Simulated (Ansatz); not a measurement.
System: α-phase B. Method: r²SCAN-D4 (Ansatz, a quantum-chemistry and plane-wave program, PAW).

Settings: plane-wave cutoff 560 eV, 8×8×8 k mesh, Fermi–Dirac smearing 0.01 eV, scalar-relativistic PAW data made under PBE.

Response to compression and expansion:

Shape and atoms are relaxed at each volume.

```
V (Å³/atom)  P (GPa)  direct gap at Γ (eV)  smallest gap on the k mesh (eV)   c (Å)
-----------  -------  --------------------  -------------------------------  ------
6.878           9.66                 1.808                            1.394  12.330
7.021           4.60                 1.909                            1.508  12.408
7.164           0.01                 2.011                            1.607  12.484
7.308          -4.15                 2.119                            1.682  12.557
7.451          -7.91                 2.229                            1.749  12.627
```

The fundamental gap (1.61 eV at the equilibrium volume, with added k points) lies elsewhere than Γ–Γ.

Note: the bulk modulus comes from volumes at which shape and atoms were relaxed.
